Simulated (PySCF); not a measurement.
PySCF job for diphosphorus (P2), SMILES P#P, C-PCM-M06-2X/def2-TZVPD. Geometry: B3LYP-D3(BJ)/def2-TZVPD.

```python
import numpy as np
from pyscf import gto, scf, dft
from pyscf.solvent import pcm

mol = gto.M(
    atom='''
    P     0.00000000    0.00000000   -0.94422005
    P     0.00000000    0.00000000    0.94422005
    ''',
    basis='def2-TZVPD',
    charge=0,
    spin=0,
    max_memory=1600,
    verbose=3,
)
mf = dft.RKS(mol, xc='m06-2x').density_fit(auxbasis='def2-universal-jkfit')
mf.grids.level = 4
mf.conv_tol = 1e-9
mf.max_cycle = 100
mf.kernel()
res = {}
for name, eps in {'water': 78.355, 'chloroform': 4.7113, '2-propanol': 19.264}.items():
    s = mf.PCM()
    s.with_solvent.method, s.with_solvent.eps, s.with_solvent.lebedev_order = 'C-PCM', eps, 29
    s.kernel(mf.make_rdm1())
    res[name] = (s.e_tot, eps, s.dip_moment(), s.mo_energy, s.converged)
    print(f'{name}: electrostatic solvation free energy {(s.e_tot - mf.e_tot) * 627.509474:.3f} kcal/mol')
```

Output:

```
converged SCF energy = -682.673170965707

WARN: PCM is an experimental feature. It is still in testing.
Features and APIs may be changed in the future.

converged SCF energy = -682.673714225265
Dipole moment(X, Y, Z, Debye): -0.00000, -0.00000,  0.00000
water: electrostatic solvation free energy -0.341 kcal/mol

WARN: PCM is an experimental feature. It is still in testing.
Features and APIs may be changed in the future.

converged SCF energy = -682.673597901695
Dipole moment(X, Y, Z, Debye):  0.00000,  0.00000, -0.00000
chloroform: electrostatic solvation free energy -0.268 kcal/mol

WARN: PCM is an experimental feature. It is still in testing.
Features and APIs may be changed in the future.

converged SCF energy = -682.673691097574
Dipole moment(X, Y, Z, Debye):  0.00000,  0.00000, -0.00000
2-propanol: electrostatic solvation free energy -0.326 kcal/mol
```

Self-consistency was reached.

Cost: around 15 core-seconds (rough).
